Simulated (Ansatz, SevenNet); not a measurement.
Lattice parameter c (Å) of solids drawn from the class of tetrahedrally bonded semiconductors and semimetals, at two levels: the machine-learned potential SevenNet-0 (trained on PBE and PBE+U data), and r²SCAN (Ansatz, a quantum-chemistry and plane-wave program, PAW).

| solid | SevenNet-0 | r²SCAN | shift (%) |
|---|---|---|---|
| wurtzite BN (high-pressure phase) | 4.224 | 4.208 | -0.38 |
| 2H-SiC | 5.067 | 5.048 | -0.37 |
| wurtzite AlN | 5.014 | 4.978 | -0.72 |
| wurtzite ZnO | 5.300 | 5.211 | -1.68 |
| wurtzite CdS | 6.863 | 6.766 | -1.41 |
| wurtzite CdSe | 7.183 | 7.078 | -1.46 |
| wurtzite GaN | 5.241 | 5.184 | -1.09 |

The shifts run from -1.68 % to -0.37 %, with a median of -1.09 %.

Of 7 rows, r²SCAN is the larger in 0 and the smaller in 7.

Ansatz's runs of these crystals have no spin polarisation.

Ansatz's density-functional and Hartree–Fock values are scalar-relativistic unless marked +SOC, with PAW data made under PBE.
